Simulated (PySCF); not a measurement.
## Name the molecule from its bond curve

A diatomic of charge +1 contains Si. Its doublet curve at PBE0 in a double-zeta basis (spin-free X2C with a Gaussian nucleus, PySCF), in eV from the separated fragments:

(R (Å), E (eV)): (1.798, -2.684), (1.882, -3.384), (1.966, -3.767), (2.028, -3.901), (2.091, -3.937), (2.154, -3.898), (2.237, -3.759), (2.342, -3.493), (2.467, -3.099), (2.635, -2.542)

The fit gives ωe = 595 cm⁻¹ and the rotational constant Bₑ = 0.2595 cm⁻¹.

Which atom is the partner?

The minimum lies at 2.087 Å, so the reduced mass is 16.8576 u Å² cm⁻¹/(Bₑ·Re²) = 14.91 u. With Si at 27.98 u the partner weighs about 31.9 u: S. The molecule is SiS⁺.

The state is the lowest determinant that a PBE0 search found; another state may lie lower at other levels.
